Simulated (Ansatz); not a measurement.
**Al₂H₂ (singlet): wave-function methods side by side at distance Al1–Al2 = 5.684 Å, 6-31G**

Aim: climb from Hartree-Fock through coupled cluster and multireference methods for Al₂H₂ (singlet) at one geometry and basis, and see what each rung misses.

The runs use Ansatz 0.2.0, Gaussian basis; 6-31G, core rule «outside noble gas», up to 10 orbitals frozen.

Plan: UHF; CCSD(T) on RHF; CCSD(T) on UHF; BCCD(T) on RHF; CISD; CCSDT(Q) on RHF; CCSDT(Q) on UHF; CCSDTQ on RHF; CCSDTQ on UHF; CASSCF and MRCISD+Q, 2 electrons in 2 orbitals; CASSCF and NEVPT2, 2 electrons in 2 orbitals; CASSCF and MRCISD+Q, 8 electrons in 10 orbitals; CASSCF and NEVPT2, 8 electrons in 10 orbitals; Full CI.

## 1. What is computed

The geometry derives from a PBE0/def2-TZVP stationary point (not a proven minimum). One bond is set to the value named and the two fragments are kept rigid.

4 atoms, charge 0, spin multiplicity 1.

Atoms are counted from 1 here; the program's logs count them from 0.

Bond lengths: Al1–H3 1.622 Å, Al2–H4 1.622 Å.

## 2. UHF

Input file in.yaml:

```yaml
crystal:
  periodic: [false, false, false]
  atoms:
    - {symbol: Al, position_ang: [0.000000, -0.331160, 2.822640]}
    - {symbol: Al, position_ang: [0.000000, 0.331160, -2.822640]}
    - {symbol: H, position_ang: [0.000000, 0.966242, 3.796767]}
    - {symbol: H, position_ang: [0.000000, -0.966242, -3.796767]}
basis:
  gaussian: {orbitals: 6-31G}
magnetization: {spin_polarized: true, initial_magnetization: 0}
hamiltonian: {xc: hf}
output: {orbitals: {seedname: orbitals}}
```

Launch:

```sh
$ ansatz run in.yaml --threads 1 --pin off --events-out ev --progress --plain --max-ram 4096MiB --backend cpu
```

The runs that follow: CCSD(T) on RHF; CCSD(T) on UHF; BCCD(T) on RHF; CISD; CCSDT(Q) on RHF; CCSDT(Q) on UHF; CCSDTQ on RHF; CCSDTQ on UHF; CASSCF and MRCISD+Q, 2 electrons in 2 orbitals; CASSCF and NEVPT2, 2 electrons in 2 orbitals; CASSCF and MRCISD+Q, 8 electrons in 10 orbitals; CASSCF and NEVPT2, 8 electrons in 10 orbitals; Full CI.

**Question.** What will the summary of the whole plan be? Wanted: FCI from the RHF energy; RMP2 from FCI; RCCSD from FCI; RCCSD(T) from FCI; RCCSDT(Q) from FCI; NEVPT2 pair from FCI; MRCISD+Q pair from FCI; NEVPT2 valence from FCI; T1 diagnostic.

The runs gave:

```
                         quantity                                                                                   value
          FCI from the RHF energy                                                                              -2.5118 eV
                    RMP2 from FCI                                                                              +936.3 meV
                   RCCSD from FCI                                                                               +25.8 meV
                RCCSD(T) from FCI                                                                               +10.0 meV
               RCCSDT(Q) from FCI                                                                                +1.1 meV
             NEVPT2 pair from FCI                                                                              +841.4 meV
           MRCISD+Q pair from FCI                                                                               -47.3 meV
          NEVPT2 valence from FCI                                                                              +191.8 meV
levels within 1 kcal/mol (43 meV)  RCCSD, RCCSD(T), BCCD(T), RCCSDT, RCCSDT(Q), RCCSDTQ, MRCISD valence, MRCISD+Q valence
                    T1 diagnostic                                                                                   0.015
   effectively unpaired electrons                                                                                    0.12
```

**Reading.** RCCSD(T) lands +10.0 meV from the yardstick (0.4 % of the correlation energy). MRCISD+Q pair falls below full CI: the +Q correction isn't variational, and the cores differ from full CI's. One determinant dominates. Of the multireference levels listed MRCISD+Q valence comes nearest in total energy (+16.2 meV), which doesn't show that its space is the better one. These misses are within one basis, not against nature.
